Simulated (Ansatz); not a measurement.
# Basis-set limit of HSCl, triplet

```xyz
3

Cl    0.0000    0.0000   -1.6750
H     0.0000    0.0000   -0.0700
S     0.0000    0.0000    1.7450
```

Connectivity, by distances: ClH ··· S.

Ansatz 0.2.0, UHF determinant, valence electrons correlated. Energies in eV.

| set | X | functions | Hartree–Fock | MP2 correlation | CCSD(T) correlation | time |
| --- | --- | --- | --- | --- | --- | --- |
| def2-TZVPP | 3 | 98 | -23335.4407 | -9.0493 | -10.5599 | 16 s on 1 × NVIDIA H100 80GB HBM3 with 1 thread of AMD EPYC 7R13 Processor (Zen 3), on a shared host |
| def2-QZVPP | 4 | 170 | -23336.1019 | -9.9570 | -11.4573 | 22 s on 1 × NVIDIA H100 80GB HBM3 with 1 thread of AMD EPYC 7R13 Processor (Zen 3) (shared host) |

Hartree–Fock is taken to follow E(X) = E∞ + A·exp(−7.88·√X), correlation E(X) = E∞ + B·X^−2.97.

Cautions: lower spins were not checked.

Question: Work out the CCSD(T) energy at the limit, and how far the shortcut misses it that extrapolates MP2 and adds CCSD(T) minus MP2 from the smaller set.

Answer: Hartree–Fock: E∞ = E4 + 0.1377·(E4 − E3) = -23336.1930. Correlation: E∞ = E4 + 0.7407·(E4 − E3) = -12.1221 for CCSD(T) and -10.6293 for MP2. The limit is -23348.3151 eV, 0.756 eV below def2-QZVPP. The shortcut gives a correlation energy of -10.6293 + (-1.5105) = -12.1398, 18 meV lower than the direct value.

Past Ne part of the Hartree–Fock step between the two sets comes from the cores, which don't follow the formula, so the 91 meV that it adds to the total can overshoot; that part largely cancels in differences.
